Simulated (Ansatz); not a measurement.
# 2H MoTe2

Computed with r²SCAN (PAW; Ansatz, an electronic-structure program).

Numerical settings: plane-wave cutoff 500 eV, 12×12×4 k mesh (along the axes of the cell as run), Fermi–Dirac smearing 0.05 eV, no spin polarisation, scalar-relativistic PAW data made under PBE.

Cell (relaxed at this level):

MoTe2 is modelled in the hexagonal space group P6₃/mmc (No. 194), Pearson symbol hP6. Cell: a = 3.5633 Å, b = 3.5633 Å, c = 14.7296 Å, α = 90.00°, β = 90.00°, γ = 120.00°. Te on 4f is surrounded by 3 Mo at 2.727 Å (trigonal pyramidal). Mo on 2c is surrounded by 6 Te at 2.727 Å (trigonal prismatic). (Neighbours: up to the widest gap in distance over summed covalent radii, below 1.35, at either atom; cation-cation and far metal-metal contacts left out.)

```
Property                       Result
--------  ---------------------------
band gap  1.06 eV (on the SCF k mesh)
```

Measured, for comparison: band gap 1.06 ± 0.01 eV (4 K, zero-point motion not removed, indirect, absorption from ellipsometry, single crystal; as tabulated in Gulo et al. (2023), doi:10.1103/physrevmaterials.7.044001).

Note: the cell comes from a level without a dispersion term, which matters for the spacing of layers, chains or molecules; the cell has widely spaced layers and the level no dispersion term, so their spacing and the moduli can rest on weak binding.

Spin–orbit coupling is not included; with these elements it can move the gap by several tenths of an eV or more.

The computed numbers hold no vibrational or temperature effects.

It cost about 2.7 core-minutes (a rough figure) of CPU time.
